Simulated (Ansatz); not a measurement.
Nudged elastic band run: C$_{3}$H$_{3}$FO

The input (input.yaml):

```yaml
crystal:
  periodic: [false, false, false]
  atoms:
    - { symbol: F, position_ang: [-1.418206, -0.427455, 1.714231] }
    - { symbol: C, position_ang: [-0.908576, 0.50482, 0.921208] }
    - { symbol: C, position_ang: [-0.036147, 0.203623, -0.001675] }
    - { symbol: C, position_ang: [0.832593, -0.586422, -0.807293] }
    - { symbol: O, position_ang: [0.671009, 0.822976, -0.947192] }
    - { symbol: H, position_ang: [-1.271573, 1.503833, 1.104551] }
    - { symbol: H, position_ang: [1.793337, -0.90154, -0.417907] }
    - { symbol: H, position_ang: [0.429762, -1.176836, -1.621723] }
basis:
  gaussian: { orbitals: def2-SVP }
hamiltonian:
  xc: hf
neb:
  order_check: false
  images: 5
  f_tol: 0.05
  max_iterations: 60
  final_atoms:
    - { symbol: F, position_ang: [-0.78444045, -0.8649887, 1.14005913] }
    - { symbol: C, position_ang: [-0.87624251, 0.1346413, 0.22000135] }
    - { symbol: C, position_ang: [0.44175833, 0.23414289, -0.51423539] }
    - { symbol: C, position_ang: [1.32001038, -0.91643012, -0.35984143] }
    - { symbol: O, position_ang: [0.71330662, 1.14717535, -1.22962916] }
    - { symbol: H, position_ang: [-1.08545472, 1.07838907, 0.71840424] }
    - { symbol: H, position_ang: [2.03714313, -0.77790193, 0.45456806] }
    - { symbol: H, position_ang: [-1.67388178, -0.09202885, -0.48512681] }
  initial_path:
    images:
      - { positions_ang: [[-1.418206, -0.427455, 1.714231], [-0.908576, 0.50482, 0.921208], [-0.036147, 0.203623, -0.001675], [0.832593, -0.586422, -0.807293], [0.671009, 0.822976, -0.947192], [-1.271573, 1.503833, 1.104551], [1.793337, -0.90154, -0.417907], [0.429762, -1.176836, -1.621723]] }
      - { positions_ang: [[-1.3899889, -0.49764918, 1.62934819], [-0.88988524, 0.47640415, 0.86217873], [-0.00390747, 0.21246776, -0.05581114], [0.90549503, -0.57309557, -0.83209455], [0.7238594, 0.85871894, -0.96861588], [-1.27804424, 1.46422769, 1.07488264], [1.8268113, -0.90690485, -0.40678453], [0.19785912, -1.09116994, -1.35890345]] }
      - { positions_ang: [[-1.36177179, -0.56784337, 1.54446537], [-0.87119447, 0.4479883, 0.80314945], [0.02833206, 0.22131253, -0.10994728], [0.97839706, -0.55976914, -0.85689609], [0.77670979, 0.89446189, -0.99003976], [-1.28451548, 1.42462238, 1.04521427], [1.8602856, -0.9122697, -0.39566207], [-0.03404377, -1.00550388, -1.0960839]] }
      - { positions_ang: [[-1.33355469, -0.63803755, 1.45958256], [-0.85250371, 0.41957245, 0.74412018], [0.06057159, 0.23015729, -0.16408342], [1.05129909, -0.54644271, -0.88169764], [0.82956019, 0.93020483, -1.01146364], [-1.29098672, 1.38501707, 1.01554591], [1.8937599, -0.91763455, -0.3845396], [-0.26594665, -0.91983783, -0.83326435]] }
      - { positions_ang: [[-1.15051661, -0.71368793, 1.35307475], [-0.86041664, 0.3245954, 0.5694139], [0.18763384, 0.23148582, -0.28080074], [1.14086952, -0.66977185, -0.70774557], [0.790809, 1.00252834, -1.08418548], [-1.22247606, 1.28280773, 0.91649869], [1.94155431, -0.87105701, -0.10483705], [-0.73525836, -0.6439015, -0.7172185]] }
      - { positions_ang: [[-0.96747853, -0.78933832, 1.24656694], [-0.86832958, 0.22961835, 0.39470763], [0.31469608, 0.23281436, -0.39751806], [1.23043995, -0.79310099, -0.5337935], [0.75205781, 1.07485184, -1.15690732], [-1.15396539, 1.1805984, 0.81745146], [1.98934872, -0.82447947, 0.17486551], [-1.20457007, -0.36796518, -0.60117265]] }
      - { positions_ang: [[-0.78444045, -0.8649887, 1.14005913], [-0.87624251, 0.1346413, 0.22000135], [0.44175833, 0.23414289, -0.51423539], [1.32001038, -0.91643012, -0.35984143], [0.71330662, 1.14717535, -1.22962916], [-1.08545472, 1.07838907, 0.71840424], [2.03714313, -0.77790193, 0.45456806], [-1.67388178, -0.09202885, -0.48512681]] }
```

Run as:

```bash
$ ansatz run input.yaml --threads 1 --pin off --max-ram 2048MiB --backend cpu --events-out ev --progress --plain --runs-dir out
```

Output, in part (warnings, iteration lines, the closing report on the highest movable image, with atoms numbered from 0):

```
NEB end point (image 0): max|allowed force component| = 8.825e-3 eV/Å (the criterion of neb.relax_end_points is 1.000e-2)
NEB end point (image 6): max|allowed force component| = 1.891e-2 eV/Å (the criterion of neb.relax_end_points is 1.000e-2)
NEB iter   1: max|band force component| = 4.737e0 eV/Å  barrier→ = 6.1057 eV  barrier← = 4.9690 eV  Δτ_max = 0.2000 Å  (304 SCF iters)
NEB iter   2: max|band force component| = 3.108e0 eV/Å  barrier→ = 5.1833 eV  barrier← = 4.0466 eV  Δτ_max = 0.2000 Å  (187 SCF iters)
NEB iter   3: max|band force component| = 2.793e0 eV/Å  barrier→ = 4.9333 eV  barrier← = 3.7966 eV  Δτ_max = 0.2000 Å  (194 SCF iters)
NEB iter   4: max|band force component| = 3.163e0 eV/Å  barrier→ = 5.4003 eV  barrier← = 4.2636 eV  Δτ_max = 0.1000 Å  (201 SCF iters)
NEB iter   5: max|band force component| = 1.792e0 eV/Å  barrier→ = 5.2930 eV  barrier← = 4.1562 eV  Δτ_max = 0.1000 Å  (193 SCF iters)
NEB iter   6: max|band force component| = 1.152e0 eV/Å  barrier→ = 5.1471 eV  barrier← = 4.0104 eV  Δτ_max = 0.1004 Å  (201 SCF iters)
NEB iter   7: max|band force component| = 8.682e-1 eV/Å  barrier→ = 4.8423 eV  barrier← = 3.7056 eV  Δτ_max = 0.0999 Å  (200 SCF iters)
NEB iter   8: max|band force component| = 7.307e-1 eV/Å  barrier→ = 4.4853 eV  barrier← = 3.3486 eV  Δτ_max = 0.0998 Å  (204 SCF iters)
NEB iter   9: max|band force component| = 5.036e-1 eV/Å  barrier→ = 4.1638 eV  barrier← = 3.0271 eV  Δτ_max = 0.0596 Å  (206 SCF iters)
NEB iter  10: max|band force component| = 3.415e0 eV/Å  barrier→ = 4.0204 eV  barrier← = 2.8837 eV  CI = image 3  Δτ_max = 0.0994 Å  (213 SCF iters)
NEB iter  11: max|band force component| = 3.858e0 eV/Å  barrier→ = 4.1766 eV  barrier← = 3.0398 eV  CI = image 3  Δτ_max = 0.2000 Å  (209 SCF iters)
NEB iter  12: max|band force component| = 3.825e0 eV/Å  barrier→ = 4.4762 eV  barrier← = 3.3395 eV  CI = image 3  Δτ_max = 0.2000 Å  (212 SCF iters)
NEB iter  13: max|band force component| = 4.286e0 eV/Å  barrier→ = 5.7011 eV  barrier← = 4.5644 eV  CI = image 3  Δτ_max = 0.1976 Å  (207 SCF iters)
NEB iter  14: max|band force component| = 1.379e0 eV/Å  barrier→ = 5.3086 eV  barrier← = 4.1719 eV  CI = image 3  Δτ_max = 0.1332 Å  (201 SCF iters)
NEB iter  15: max|band force component| = 1.732e0 eV/Å  barrier→ = 5.3230 eV  barrier← = 4.1863 eV  CI = image 3  Δτ_max = 0.0622 Å  (204 SCF iters)
NEB iter  16: max|band force component| = 5.924e-1 eV/Å  barrier→ = 5.2734 eV  barrier← = 4.1367 eV  CI = image 3  Δτ_max = 0.0491 Å  (209 SCF iters)
NEB iter  17: max|band force component| = 2.113e-1 eV/Å  barrier→ = 5.2533 eV  barrier← = 4.1166 eV  CI = image 3  Δτ_max = 0.0245 Å  (205 SCF iters)
NEB iter  18: max|band force component| = 1.184e-1 eV/Å  barrier→ = 5.2489 eV  barrier← = 4.1122 eV  CI = image 3  Δτ_max = 0.0072 Å  (196 SCF iters)
NEB iter  19: max|band force component| = 5.897e-2 eV/Å  barrier→ = 5.2481 eV  barrier← = 4.1114 eV  CI = image 3  Δτ_max = 0.0054 Å  (168 SCF iters)
NEB iter  20: max|band force component| = 2.658e-2 eV/Å  barrier→ = 5.2476 eV  barrier← = 4.1109 eV  CI = image 3  Δτ_max = 0.0000 Å  (381 SCF iters)
Total energy: -7867.45508984 eV, -289.1236417989 hartree
Atom 0 at    -1.175800    -0.586239     1.546071 Å, force     0.004480    -0.001826     0.007882 eV/Å
Atom 1 at    -0.868828     0.322896     0.633119 Å, force    -0.021368    -0.004300    -0.017067 eV/Å
Atom 2 at     0.364070     0.283836     0.042752 Å, force     0.024973     0.024414     0.009359 eV/Å
Atom 3 at     0.960175    -0.672914    -0.829115 Å, force    -0.005555    -0.021017     0.011162 eV/Å
Atom 4 at     0.898379     0.921602    -0.907181 Å, force    -0.019580    -0.001343     0.008278 eV/Å
Atom 5 at    -1.494518     1.204903     0.648868 Å, force     0.008924     0.003278     0.005419 eV/Å
Atom 6 at     1.982931    -0.962455    -0.611955 Å, force    -0.004170     0.001172    -0.005995 eV/Å
Atom 7 at    -0.574209    -0.568630    -0.578360 Å, force     0.012297    -0.000378    -0.019038 eV/Å
Dipole moment:    -0.195772     0.115553     0.335137 e Å
```

The run converged. Neighbouring images differ by up to 3.3 eV, so the band resolves the path poorly. A vibrational analysis at the climbing image gives one clearly imaginary mode, 2127i cm⁻¹: a first-order saddle point. The orbitals stay closed-shell, which can raise the energy where a bond breaks towards radicals; this wasn't checked here.

Final band (atoms are numbered from 1 in the order of the input):

```json
{"image": "0", "path coordinate (Å)": "0.00", "energy (kJ/mol)": "0.0", "C4–O5 (Å)": "1.43", "C4–H8 (Å)": "1.08", "C2–H8 (Å)": "3.33"}
{"image": "1", "path coordinate (Å)": "0.68", "energy (kJ/mol)": "34.5", "C4–O5 (Å)": "1.44", "C4–H8 (Å)": "1.08", "C2–H8 (Å)": "2.89"}
{"image": "2", "path coordinate (Å)": "1.35", "energy (kJ/mol)": "185.1", "C4–O5 (Å)": "1.46", "C4–H8 (Å)": "1.13", "C2–H8 (Å)": "2.22"}
{"image": "3", "path coordinate (Å)": "2.03", "energy (kJ/mol)": "506.3", "C4–O5 (Å)": "1.60", "C4–H8 (Å)": "1.56", "C2–H8 (Å)": "1.53"}
{"image": "4", "path coordinate (Å)": "2.85", "energy (kJ/mol)": "205.9", "C4–O5 (Å)": "2.07", "C4–H8 (Å)": "2.30", "C2–H8 (Å)": "1.10"}
{"image": "5", "path coordinate (Å)": "3.67", "energy (kJ/mol)": "119.2", "C4–O5 (Å)": "2.27", "C4–H8 (Å)": "2.86", "C2–H8 (Å)": "1.09"}
{"image": "6", "path coordinate (Å)": "4.49", "energy (kJ/mol)": "109.7", "C4–O5 (Å)": "2.32", "C4–H8 (Å)": "3.11", "C2–H8 (Å)": "1.09"}
```

Run time: 2.2 min on 1 thread of Arm Neoverse V1, with other jobs on the host, peak memory 0.26 GiB.
